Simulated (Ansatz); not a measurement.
## Worked example: correlation energy of C2H5NO, singlet

Geometry: MP2(full)/6-31G*, from the G2/97 set.

```tsv
atom	x (Å)	y (Å)	z (Å)
O	0.3822	1.2661	0.0132
C	0.0348	0.0889	0.0009
N	0.9432	-0.9394	-0.0438
C	-1.4138	-0.3495	0.0050
H	0.6656	-1.8851	0.1751
H	-2.0396	0.5240	-0.1704
H	-1.6032	-1.1002	-0.7666
H	-1.6745	-0.7839	0.9749
H	1.9108	-0.6925	0.1170
```

Basis 6-31G; Ansatz 0.2.0. Only valence electrons are correlated (noble-gas cores frozen), which leaves 24 electrons in 42 orbitals. R marks a restricted (for open shells ROHF) determinant.

Full CI isn't at hand for all of this; RCCSDT(Q) serves as the reference, and is uncertain by about the last step of the cluster series.

Runs differ by some tens of microhartree through their thresholds, so steps under 0.03 kcal/mol mean nothing.

```json
{"level": "RHF", "total energy (hartree)": "-207.883383"}
{"level": "RMP2", "total energy (hartree)": "-208.295829"}
{"level": "RCCSD", "total energy (hartree)": "-208.319672"}
{"level": "RCCSD(T)", "total energy (hartree)": "-208.331717"}
{"level": "RCCSDT", "total energy (hartree)": "-208.332320"}
{"level": "RCCSDT(Q)", "total energy (hartree)": "-208.333699"}
```

**Question.** What is the correlation energy at RCCSDT(Q), and what share of it do RMP2 and RCCSD(T) recover?

**Answer.** E(corr) = -208.333699 − (-207.883383) = -0.450316 hartree = -12.254 eV. RMP2: -0.412446 / -0.450316 = 91.59 %. RCCSD(T): -0.448334 / -0.450316 = 99.56 %.

**Question.** By how many kcal/mol does RCCSD(T) miss RCCSDT(Q) (1 hartree = 627.509 kcal/mol), and which steps make up the rest?

**Answer.** -208.331717 − (-208.333699) = 0.001982 hartree = 1.24 kcal/mol. Steps: RCCSDT − RCCSD(T) = -0.38, RCCSDT(Q) − RCCSDT = -0.87 kcal/mol. Differences between like states or geometries often cancel part of this.
